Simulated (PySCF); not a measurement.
# Li₂⁺ at PBE0

Computed with PBE0; PySCF, no relativity, basis sets Li aug-cc-pVDZ.

```
state                          : ²Σg⁺ (doublet), unpaired electrons σ ↑
bond length                    : 3.117 Å
harmonic wavenumber            : 251 cm⁻¹
force constant                 : 0.130 mdyn/Å
rotational constant Be         : 0.4946 cm⁻¹
anharmonicity ωexe             : 1.93 cm⁻¹
vibration–rotation constant αe : 0.00628 cm⁻¹
well depth De to Li⁺ + Li      : 29.6 kcal/mol
dissociation energy D0         : 29.2 kcal/mol
bond order (Mayer)             : 0.51
```

The state was picked by a PBE0 search and need not be the measured ground state.
